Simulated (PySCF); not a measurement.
# Nuclear quadrupole coupling in neopentyl mercaptan

Neopentyl mercaptan, C5H12S.
Structure used (PBE0-D3(BJ)/def2-SVP), in Å, numbered top down from 1:
```
atom  x, y, z in Å
C1    -0.5736    0.9131   -1.2902
C2    -0.2999   -0.1581   -0.2349
C3    -0.5379    0.4157    1.1620
C4    -1.2294   -1.3541   -0.4598
C5     1.1428   -0.6773   -0.3650
S6     2.4852    0.5341   -0.1535
H7     0.1261    1.7555   -1.1816
H8    -1.6000    1.3006   -1.1967
H9    -0.4582    0.5057   -2.3077
H10   -0.3167   -0.3289    1.9445
H11    0.0925    1.3003    1.3396
H12   -1.5877    0.7253    1.2814
H13   -2.2846   -1.0470   -0.3888
H14   -1.0582   -2.1425    0.2907
H15   -1.0762   -1.7972   -1.4569
H16    1.2993   -1.0741   -1.3811
H17    1.3123   -1.5161    0.3285
H18    2.4017    0.6492    1.1883
```

Field gradients from the PBE0/pcSseg-1 density (PySCF, non-relativistic), principal values in atomic units, ordered |Vxx| ≤ |Vyy| ≤ |Vzz|:

| atom | Vxx | Vyy | Vzz |
| --- | --- | --- | --- |
| S6 | 0.5364 | 2.3217 | -2.8580 |

Question: Find the asymmetry η = (Vxx − Vyy)/Vzz and the couplings χ = eQV/h (234.96 MHz × Q in barn × V in au), with Q(33S) = −0.0678 b.

Answer: 
| atom | environment | nucleus | η | χzz (MHz) | χxx (MHz) | χyy (MHz) |
| --- | --- | --- | --- | --- | --- | --- |
| S6 | thiol sulfur | 33S | 0.62 | 45.53 | -8.54 | -36.99 |

Question: What is Vzz at S6 in SI units (1 au = 9.71736 × 10²¹ V/m²)?

Answer: -2.8580 au = -27.773 × 10²¹ V/m².

Question: What couplings would deuterons (Q(2H) = 0.00286 b) have in place of the hydrogens, at this geometry?

Answer: 
```json
{"atom": "H7", "bonded to": "C1", "bond length (Å)": "1.100", "Vzz (au)": "0.2880", "η": "0.02", "χzz (kHz)": "194"}
{"atom": "H8", "bonded to": "C1", "bond length (Å)": "1.101", "Vzz (au)": "0.2926", "η": "0.02", "χzz (kHz)": "197"}
{"atom": "H9", "bonded to": "C1", "bond length (Å)": "1.102", "Vzz (au)": "0.2908", "η": "0.03", "χzz (kHz)": "195"}
{"atom": "H10", "bonded to": "C3", "bond length (Å)": "1.103", "Vzz (au)": "0.2901", "η": "0.02", "χzz (kHz)": "195"}
{"atom": "H11", "bonded to": "C3", "bond length (Å)": "1.101", "Vzz (au)": "0.2903", "η": "0.01", "χzz (kHz)": "195"}
{"atom": "H12", "bonded to": "C3", "bond length (Å)": "1.101", "Vzz (au)": "0.2924", "η": "0.02", "χzz (kHz)": "196"}
{"atom": "H13", "bonded to": "C4", "bond length (Å)": "1.101", "Vzz (au)": "0.2916", "η": "0.02", "χzz (kHz)": "196"}
{"atom": "H14", "bonded to": "C4", "bond length (Å)": "1.102", "Vzz (au)": "0.2904", "η": "0.02", "χzz (kHz)": "195"}
{"atom": "H15", "bonded to": "C4", "bond length (Å)": "1.102", "Vzz (au)": "0.2904", "η": "0.02", "χzz (kHz)": "195"}
{"atom": "H16", "bonded to": "C5", "bond length (Å)": "1.102", "Vzz (au)": "0.2844", "η": "0.05", "χzz (kHz)": "191"}
{"atom": "H17", "bonded to": "C5", "bond length (Å)": "1.101", "Vzz (au)": "0.2864", "η": "0.03", "χzz (kHz)": "192"}
{"atom": "H18", "bonded to": "S6", "bond length (Å)": "1.349", "Vzz (au)": "0.2245", "η": "0.18", "χzz (kHz)": "151"}
```

One conformer (not necessarily the lowest) at the PBE0-D3(BJ)/def2-SVP geometry, without solvent, vibrations or thermal averaging. With a basis this small, the couplings can be 20 % off.
